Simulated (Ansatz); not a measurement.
The first iterations of a band of AlClFH (4 atoms, charge 0, multiplicity 1).

These are results of RKS PBE-D4/def2-SVP in Ansatz 0.2.0, not measurements.

```json
{
 "movable images": "7",
 "climbing image": "yes",
 "spring": "5.0 eV/Å²",
 "optimiser": "quadratic models (default)",
 "start path": "through a guess of the saddle point",
 "force threshold": "0.03 eV/Å",
 "iteration limit": "60",
 "end points": "relaxed"
}
```

First end point:

```xyz
4
Properties=species:S:1:pos:R:3
Al 0.336 0.000 0.247
H 0.338 0.000 1.823
F 1.787 0.000 -0.584
Cl -1.429 0.000 -0.891
```

Last end point:

```xyz
4
Properties=species:S:1:pos:R:3
Al -0.883 0.000 0.634
H 1.731 0.000 1.183
F 1.489 0.000 0.272
Cl -1.305 0.000 -1.493
```

| iteration | highest image above the first end (eV) | largest band force component (eV/Å) |
| --- | --- | --- |
| 1 | 3.293 | 2.492 |
| 2 | 3.045 | 1.276 |
| 3 | 2.824 | 0.882 |

Q: Does the band converge within its limit, and where does its top end?

A: It converged. It ended after 9 iterations with the highest image 2.766 eV above the first end. A vibrational analysis at the climbing image gives one clearly imaginary mode, 1077i cm⁻¹: a first-order saddle point. The orbitals stay closed-shell, which can raise the energy where a bond breaks towards radicals; this wasn't checked here.

Time of the run: 33 s on 1 thread of Intel(R) Xeon(R) 6975P-C (Granite Rapids) (shared host), peak memory 0.12 GiB.
